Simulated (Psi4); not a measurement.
Pair of molecules: C2H2 (SMILES C#C) (first 4 atoms) with H2O (SMILES O); geometry from S66by8 set.
(charge 0, multiplicity 1):
```csv
atom,x (Å),y (Å),z (Å)
C,-1.0163,0.0429,0.0336
H,0.0495,0.0126,0.0090
C,-2.2282,0.0767,0.0610
H,-3.2887,0.1070,0.0856
O,2.2791,-0.0730,-0.0578
H,2.8495,-0.6628,0.4392
H,2.8511,0.2780,-0.7432
```

Calculation: SAPT0/jun-cc-pV(D+d)Z (Psi4).

Question: Give the four SAPT terms and the total, and say what mostly holds the pair together.

Answer: electrostatics -186.9, exchange 120.1, induction -37.9, dispersion -36.3, total -141.1 meV; the largest attraction is electrostatics.
